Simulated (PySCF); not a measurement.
How methods differ on the electron affinity of C

C⁻ [He] 2s2 2p3 (4S) → C [He] 2s2 2p2 (3P), as a difference of total energies. Computed with PySCF 2.14 in x2c-QZVPPall with one added diffuse shell each of s, p, d, f type (8s5p4d3f1g, 73 functions), with scalar relativity by spin-free X2C-1e. Correlated levels: valence: 1s2 frozen. The calculations carry no spin-orbit coupling.

```json
{"method": "UHF", "electron affinity (eV)": "0.448", "error (eV)": "-0.814"}
{"method": "MP2 (valence)", "electron affinity (eV)": "1.275", "error (eV)": "+0.013"}
{"method": "SCS-MP2 (valence)", "electron affinity (eV)": "0.981", "error (eV)": "-0.281"}
{"method": "CCSD (valence)", "electron affinity (eV)": "1.153", "error (eV)": "-0.109"}
{"method": "CCSD(T) (valence)", "electron affinity (eV)": "1.228", "error (eV)": "-0.034"}
```

Reference: 1.262 eV (measured; photodetachment measurements, as compiled on the Wikipedia data page of electron affinities).

Errors of the correlated levels include the incompleteness of this basis and the frozen core.
